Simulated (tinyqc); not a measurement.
Worked calculation: Pariser-Parr-Pople SCF with singles CI, for the molecule NC(N)=CC=O (SMILES; centres numbered as the heavy atoms are written). Computed by tinyqc, a small Python program that keeps every step. Settings: charge = 0, gamma = Ohno, start = huckel, damping = 0, iteration cap = 58, excitations kept = 4. Command: `OMP_NUM_THREADS=1 python tinyqc.py 30608 30609 out.jsonl` (the two numbers bound the seeds that draw the settings). One thread of a shared host (Intel(R) Xeon(R) Processor @ 2.60GHz), about 0.02 s of CPU time with the checks. Later iterations appear only in the table of the cycle.

## PPP integrals

Centres (angstrom, eV; a flat drawing with bonds scaled to 1.40 angstrom):
```
centre,x,y,core charge z,W,gamma_rr
1N,2.1180,-0.8930,2,25.6000,16.8000
2C,1.0170,-0.0280,1,11.1600,11.1300
3N,1.2150,1.3580,2,25.6000,16.8000
4C,-0.2830,-0.5490,1,11.1600,11.1300
5C,-1.3840,0.3160,1,11.1600,11.1300
6O,-2.6830,-0.2050,1,17.7000,15.2000
```

Resonance integrals (eV):
```
i,j,beta
1,2,-2.2400
2,3,-2.2400
2,4,-2.3900
4,5,-2.3900
5,6,-2.5100
```

Ohno: gamma = 14.399645/sqrt(R^2 + a^2), a = 2 x 14.399645/(gamma_rr + gamma_ss); H_rr = -W_r - sum_(s != r) z_s gamma_rs; H_rs = beta for bonds.

repulsion gamma_rs (eV):
```
,1N,2C,3N,4C,5C,6O
1N,16.8000,8.2811,5.5978,5.4635,3.7444,2.9191
2C,8.2811,11.1300,8.2814,7.5524,5.2381,3.7282
3N,5.5978,8.2814,16.8000,5.4645,4.8257,3.3526
4C,5.4635,7.5524,5.4645,11.1300,7.5534,5.4137
5C,3.7444,5.2381,4.8257,7.5534,11.1300,8.1066
6O,2.9191,3.7282,3.3526,5.4137,8.1066,15.2000
```

core matrix H (eV):
```
,1N,2C,3N,4C,5C,6O
1N,-57.2038,-2.2400,0.0000,0.0000,0.0000,0.0000
2C,-2.2400,-60.8036,-2.2400,-2.3900,0.0000,0.0000
3N,0.0000,-2.2400,-58.7199,0.0000,0.0000,0.0000
4C,0.0000,-2.3900,0.0000,-53.5356,-2.3900,0.0000
5C,0.0000,0.0000,0.0000,-2.3900,-49.1985,-2.5100
6O,0.0000,0.0000,0.0000,0.0000,-2.5100,-47.4921
```

## Starting guess

pi electrons, sum of z_r less the charge = 8

Orbitals of the Hueckel matrix of the beta values.

P at the start:
```
,1N,2C,3N,4C,5C,6O
1N,1.6150,0.6043,-0.3850,-0.2155,-0.1408,0.2052
2C,0.6043,1.0000,0.6043,0.4946,0.0000,-0.1577
3N,-0.3850,0.6043,1.6150,-0.2155,-0.1408,0.2052
4C,-0.2155,0.4946,-0.2155,1.4039,0.5928,-0.3846
5C,-0.1408,0.0000,-0.1408,0.5928,1.0000,0.7803
6O,0.2052,-0.1577,0.2052,-0.3846,0.7803,1.3662
```

## Iteration 1: Fock matrix

F_rr = H_rr + P_rr gamma_rr / 2 + sum_(s != r) P_ss gamma_rs; F_rs = H_rs - P_rs gamma_rs / 2; E = tr P (H + F) / 2 + core repulsion sum_(r<s) z_r z_s gamma_rs.

F (eV):
```
,1N,2C,3N,4C,5C,6O
1N,-10.9142,-4.7423,1.0777,0.5886,0.2635,-0.2995
2C,-4.7423,-7.5567,-4.7424,-4.2578,0.0000,0.2940
3N,1.0777,-4.7424,-10.7550,0.5887,0.3397,-0.3439
4C,0.5886,-4.2578,0.5887,-5.5726,-4.6290,1.0410
5C,0.2635,0.0000,0.3397,-4.6290,-2.8755,-5.6729
6O,-0.2995,0.2940,-0.3439,1.0410,-5.6729,-7.5452
```

pi energy = -129.3648 eV

## Iteration 1: orbitals and new P

Diagonalise F (the basis is taken as orthonormal) and form P = 2 sum c c over the lowest orbitals.

orbital energies (eV): -15.9925  -11.9526  -11.9115  -8.6049  -0.4538  3.6960

P after iteration 1:
```
,1N,2C,3N,4C,5C,6O
1N,1.7098,0.5360,-0.2960,-0.2789,-0.1352,0.1586
2C,0.5360,0.9915,0.5457,0.6015,0.1030,-0.2059
3N,-0.2960,0.5457,1.6980,-0.2795,-0.1465,0.1669
4C,-0.2789,0.6015,-0.2795,1.3282,0.5564,-0.2548
5C,-0.1352,0.1030,-0.1465,0.5564,0.7700,0.7663
6O,0.1586,-0.2059,0.1669,-0.2548,0.7663,1.5025
```

## Iteration 2: Fock matrix

As before.

F (eV):
```
,1N,2C,3N,4C,5C,6O
1N,-10.6000,-4.4594,0.8285,0.7620,0.2531,-0.2315
2C,-4.4594,-7.3992,-4.4996,-4.6615,-0.2696,0.3838
3N,0.8285,-4.4996,-10.6638,0.7636,0.3534,-0.2797
4C,0.7620,-4.6615,0.7636,-6.0856,-4.4914,0.6896
5C,0.2531,-0.2696,0.3534,-4.4914,-2.9107,-5.6159
6O,-0.2315,0.3838,-0.2797,0.6896,-5.6159,-8.2599
```

pi energy = -130.2640 eV

## Iteration 2: orbitals and new P

As before.

orbital energies (eV): -15.7319  -12.4693  -11.4602  -9.1001  -0.3496  3.1920

P after iteration 2:
```
,1N,2C,3N,4C,5C,6O
1N,1.7357,0.5126,-0.2669,-0.2956,-0.1292,0.1439
2C,0.5126,0.9927,0.5165,0.6421,0.1229,-0.2077
3N,-0.2669,0.5165,1.7304,-0.2926,-0.1414,0.1514
4C,-0.2956,0.6421,-0.2926,1.3099,0.5232,-0.2122
5C,-0.1292,0.1229,-0.1414,0.5232,0.6968,0.7633
6O,0.1439,-0.2077,0.1514,-0.2122,0.7633,1.5345
```

## Iteration 3: Fock matrix

As before.

F (eV):
```
,1N,2C,3N,4C,5C,6O
1N,-10.4716,-4.3625,0.7469,0.8075,0.2418,-0.2100
2C,-4.3625,-7.3117,-4.3785,-4.8145,-0.3218,0.3871
3N,0.7469,-4.3785,-10.5822,0.7994,0.3412,-0.2538
4C,0.8075,-4.8145,0.7994,-6.2394,-4.3658,0.5743
5C,0.2418,-0.3218,0.3412,-4.3658,-2.9375,-5.6038
6O,-0.2100,0.3871,-0.2538,0.5743,-5.6038,-8.5208
```

pi energy = -130.3602 eV

## Iteration 3: orbitals and new P

As before.

orbital energies (eV): -15.6102  -12.6176  -11.2739  -9.2351  -0.3271  3.0007

P after iteration 3:
```
,1N,2C,3N,4C,5C,6O
1N,1.7438,0.5052,-0.2563,-0.3011,-0.1268,0.1383
2C,0.5052,0.9917,0.5043,0.6577,0.1263,-0.2046
3N,-0.2563,0.5043,1.7435,-0.2953,-0.1383,0.1446
4C,-0.3011,0.6577,-0.2953,1.3073,0.5060,-0.1978
5C,-0.1268,0.1263,-0.1383,0.5060,0.6714,0.7647
6O,0.1383,-0.2046,0.1446,-0.1978,0.7647,1.5424
```

## Convergence

Stop when output and input P, before any damping, agree to 1e-7.

Course of the cycle:
```
iteration,E (eV),largest |P(out) - P(in)|
1,-129.364811,2.30e-01
2,-130.264047,7.32e-02
3,-130.360164,2.54e-02
4,-130.373609,9.37e-03
5,-130.375916,3.90e-03
6,-130.376366,1.84e-03
7,-130.376460,8.60e-04
8,-130.376480,4.03e-04
9,-130.376484,1.89e-04
10,-130.376485,8.83e-05
11,-130.376486,4.13e-05
12,-130.376486,1.94e-05
13,-130.376486,9.07e-06
14,-130.376486,4.25e-06
15,-130.376486,1.99e-06
16,-130.376486,9.35e-07
17,-130.376486,4.39e-07
18,-130.376486,2.06e-07
19,-130.376486,9.67e-08
```

Converged in 19 iterations.

## Converged orbitals

Charges are z - P_rr.

orbital energies (eV): -15.5236  -12.7092  -11.1558  -9.3050  -0.3017  2.8918

coefficients:
```
,MO1,MO2,MO3,MO4,MO5,MO6
1N,0.4428,-0.2026,-0.7048,-0.3746,-0.3300,-0.1299
2C,0.6694,-0.0917,-0.0118,0.1936,0.6300,0.3301
3N,0.4508,-0.2289,0.7088,-0.3445,-0.3293,-0.1219
4C,0.3453,0.2925,-0.0077,0.6710,-0.2530,-0.5301
5C,0.1564,0.5489,0.0048,0.0457,-0.4570,0.6807
6O,0.0943,0.7151,0.0252,-0.5012,0.3361,-0.3391
```

pi charges: 1N 0.2516, 2C 0.0116, 3N 0.2466, 4C -0.3101, 5C 0.3443, 6O -0.5440

## Singles CI, singlets

Over the 4 single excitations with the smallest orbital gaps: A = (e_a - e_i) delta + 2 (ia|jb) - (ij|ab), with (pq|rs) = sum c_mp c_mq gamma_mn c_nr c_ns. f = 2/3 w |mu|^2 in atomic units, mu = sqrt2 sum c_ia sum_m c_mi c_ma R_m.

singlet CI matrix (eV):
```
,4>5,3>5,4>6,2>5
4>5,4.5663,0.0877,0.0357,-0.4271
3>5,0.0877,5.9688,-0.1541,0.1309
4>6,0.0357,-0.1541,6.7704,0.0259
2>5,-0.4271,0.1309,0.0259,7.5578
```

singlet excitation energies (eV): 4.4979  5.9402  6.7991  7.6261

oscillator strengths: 0.8389  0.2875  0.1386  0.0860

## Singles CI, triplets

Over the 4 single excitations with the smallest orbital gaps: A = (e_a - e_i) delta - (ij|ab), with (pq|rs) = sum c_mp c_mq gamma_mn c_nr c_ns.

triplet CI matrix (eV):
```
,4>5,3>5,4>6,2>5
4>5,2.1117,0.0518,-0.1341,-0.4264
3>5,0.0518,3.5347,-0.1631,0.0664
4>6,-0.1341,-0.1631,5.0069,-1.1797
2>5,-0.4264,0.0664,-1.1797,5.9925
```

triplet excitation energies (eV): 2.0383  3.5145  4.2917  6.8013
